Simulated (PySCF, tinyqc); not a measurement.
Worked calculation: coupled-perturbed Hartree-Fock on RHF in the sto-6g basis, for HF, spin multiplicity 1. The lowest restricted solution is unstable here: a spin-polarised one lies 0.0249 hartree lower (PySCF). One step of it, computed by the program tinyqc.

Problem. Integrals over molecular orbitals. (pq|rs) = sum C_ip C_jq C_kr C_ls (ij|kl), one index at a time.

coefficients C:
```
,MO1,MO2,MO3,MO4,MO5,MO6
1F 1s,0.997260,-0.246791,0.000000,0.000000,0.036765,0.039360
1F 2s,0.011623,1.009135,0.000000,0.000000,-0.199741,-0.224918
1F 2px,0.000000,0.000000,0.649686,0.760202,0.000000,0.000000
1F 2py,0.000000,0.000000,0.760202,-0.649686,0.000000,0.000000
1F 2pz,0.000704,0.013279,0.000000,0.000000,0.688873,-0.750879
2H 1s,-0.001374,0.073483,0.000000,0.000000,0.615606,0.838773
```

core Hamiltonian H = T + V (hartree), lower triangle:
```
,1F 1s,1F 2s,1F 2px,1F 2py,1F 2pz,2H 1s
1F 1s,-40.809578
1F 2s,-9.098530,-10.777891
1F 2px,0.000000,0.000000,-8.595312
1F 2py,0.000000,0.000000,0.000000,-8.595312
1F 2pz,-0.007083,-0.083657,0.000000,0.000000,-8.634440
2H 1s,-0.690232,-1.715630,0.000000,0.000000,-1.266838,-3.911477
```

Two-electron integrals (ij|kl) in chemists' order, unique and non-zero (hartree):
```
i,j,k,l,(ij|kl)
1,1,1,1,5.406240
2,1,1,1,0.768129
2,1,2,1,0.138909
2,2,1,1,1.266271
2,2,2,1,0.283987
2,2,2,2,0.926367
3,1,3,1,0.029452
3,2,3,1,0.044681
3,2,3,2,0.204753
3,3,1,1,1.266273
3,3,2,1,0.283987
3,3,2,2,0.926366
3,3,3,3,0.998085
4,1,4,1,0.029452
4,2,4,1,0.044681
4,2,4,2,0.204753
4,3,4,3,0.053789
4,4,1,1,1.266273
4,4,2,1,0.283987
4,4,2,2,0.926366
4,4,3,3,0.890506
4,4,4,4,0.998085
5,1,5,1,0.029452
5,2,5,1,0.044681
5,2,5,2,0.204753
5,3,5,3,0.053789
5,4,5,4,0.053789
5,5,1,1,1.266273
5,5,2,1,0.283987
5,5,2,2,0.926366
5,5,3,3,0.890506
5,5,4,4,0.890506
5,5,5,5,0.998085
6,1,1,1,0.061500
6,1,2,1,0.010673
6,1,2,2,0.021387
6,1,3,3,0.021352
6,1,4,4,0.021352
6,1,5,1,0.000464
6,1,5,2,0.000913
6,1,5,5,0.021456
6,1,6,1,0.000834
6,2,1,1,0.175254
6,2,2,1,0.039988
6,2,2,2,0.148016
6,2,3,3,0.145882
6,2,4,4,0.145882
6,2,5,1,0.002905
6,2,5,2,0.022966
6,2,5,5,0.152283
6,2,6,1,0.003081
6,2,6,2,0.030995
6,3,3,1,0.004175
6,3,3,2,0.024790
6,3,5,3,0.004680
6,3,6,3,0.004261
6,4,4,1,0.004175
6,4,4,2,0.024790
6,4,5,4,0.004680
6,4,6,4,0.004261
6,5,1,1,0.128641
6,5,2,1,0.029734
6,5,2,2,0.117500
6,5,3,3,0.112846
6,5,4,4,0.112846
6,5,5,1,0.005964
6,5,5,2,0.041207
6,5,5,5,0.126806
6,5,6,1,0.002376
6,5,6,2,0.030184
6,5,6,5,0.033285
6,6,1,1,0.382188
6,6,2,1,0.088790
6,6,2,2,0.378615
6,6,3,3,0.368350
6,6,4,4,0.368350
6,6,5,1,0.006730
6,6,5,2,0.076132
6,6,5,5,0.399146
6,6,6,1,0.006859
6,6,6,2,0.110163
6,6,6,5,0.123773
6,6,6,6,0.774999
```

Give: one-electron integrals over orbitals h = C^T H C; Two-electron integrals over orbitals.

Solution.

one-electron integrals over orbitals h = C^T H C (hartree), lower triangle:
```
,1,2,3,4,5,6
1,-40.7967
2,0.7372,-9.1861
3,0.0000,0.0000,-8.5953
4,0.0000,0.0000,0.0000,-8.5953
5,-0.1050,0.4319,0.0000,0.0000,-6.5924
6,-0.1185,0.6565,0.0000,0.0000,2.3910,-5.8978
```

Two-electron integrals over orbitals (pq|rs), unique and non-zero (hartree):
```
p,q,r,s,(pq|rs)
1,1,1,1,5.3827
2,1,1,1,-0.5386
2,1,2,1,0.0868
2,2,1,1,1.2620
2,2,2,1,-0.0248
2,2,2,2,0.8840
3,1,3,1,0.0303
3,2,3,1,0.0403
3,2,3,2,0.1916
3,3,1,1,1.2660
3,3,2,1,-0.0143
3,3,2,2,0.9023
3,3,3,3,0.9981
4,1,4,1,0.0303
4,2,4,1,0.0403
4,2,4,2,0.1916
4,3,4,3,0.0538
4,4,1,1,1.2660
4,4,2,1,-0.0143
4,4,2,2,0.9023
4,4,3,3,0.8905
4,4,4,4,0.9981
5,1,1,1,0.0816
5,1,2,1,-0.0129
5,1,2,2,0.0049
5,1,3,3,0.0021
5,1,4,4,0.0021
5,1,5,1,0.0168
5,2,1,1,-0.1043
5,2,2,1,0.0042
5,2,2,2,-0.0448
5,2,3,3,-0.0569
5,2,4,4,-0.0569
5,2,5,1,0.0205
5,2,5,2,0.1260
5,3,3,1,-0.0055
5,3,3,2,-0.0223
5,3,5,3,0.0328
5,4,4,1,-0.0055
5,4,4,2,-0.0223
5,4,5,4,0.0328
5,5,1,1,0.8609
5,5,2,1,-0.0077
5,5,2,2,0.6723
5,5,3,3,0.6575
5,5,4,4,0.6575
5,5,5,1,-0.0016
5,5,5,2,-0.0084
5,5,5,5,0.6524
6,1,1,1,0.0889
6,1,2,1,-0.0148
6,1,2,2,0.0030
6,1,3,3,0.0023
6,1,4,4,0.0023
6,1,5,1,-0.0134
6,1,5,2,-0.0225
6,1,5,5,0.0041
6,1,6,1,0.0189
6,2,1,1,-0.1286
6,2,2,1,0.0038
6,2,2,2,-0.0702
6,2,3,3,-0.0700
6,2,4,4,-0.0700
6,2,5,1,-0.0199
6,2,5,2,-0.0839
6,2,5,5,-0.0207
6,2,6,1,0.0193
6,2,6,2,0.0906
6,3,3,1,-0.0057
6,3,3,2,-0.0233
6,3,5,3,-0.0239
6,3,6,3,0.0280
6,4,4,1,-0.0057
6,4,4,2,-0.0233
6,4,5,4,-0.0239
6,4,6,4,0.0280
6,5,1,1,-0.4406
6,5,2,1,0.0068
6,5,2,2,-0.2596
6,5,3,3,-0.2620
6,5,4,4,-0.2620
6,5,5,1,0.0013
6,5,5,2,0.0692
6,5,5,5,-0.0879
6,5,6,1,-0.0037
6,5,6,2,0.0291
6,5,6,5,0.2489
6,6,1,1,0.8174
6,6,2,1,-0.0082
6,6,2,2,0.6236
6,6,3,3,0.6093
6,6,4,4,0.6093
6,6,5,1,0.0083
6,6,5,2,0.0383
6,6,5,5,0.6348
6,6,6,1,-0.0061
6,6,6,2,-0.0474
6,6,6,5,-0.0268
6,6,6,6,0.6575
```
